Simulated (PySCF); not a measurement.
hydrogen peroxide (H₂O₂), SMILES OO.

Geometry: B3LYP-D3(BJ)/def2-TZVP. A frequency run showed that this geometry is not a minimum.

The numbers are results of PBE/def2-TZVPD in PySCF, not measurements.

The molecule is in vacuum.

The total energy is -151.46604 hartree and the point group comes out as C2h. The highest occupied level is -5.73 eV and the lowest empty level is -1.49 eV. The orbital gap comes out as 4.24 eV and the dipole moment is 0.00 D. The quadrupole, principal values (traceless, Buckingham form, about the centre of nuclear charge) is -3.99, -3.28, 7.27 D·Å. The mean static polarisability is 16.0 bohr³ (2.37 Å³) and the polarisability, principal values is 13.4, 14.6, 19.9 bohr³.
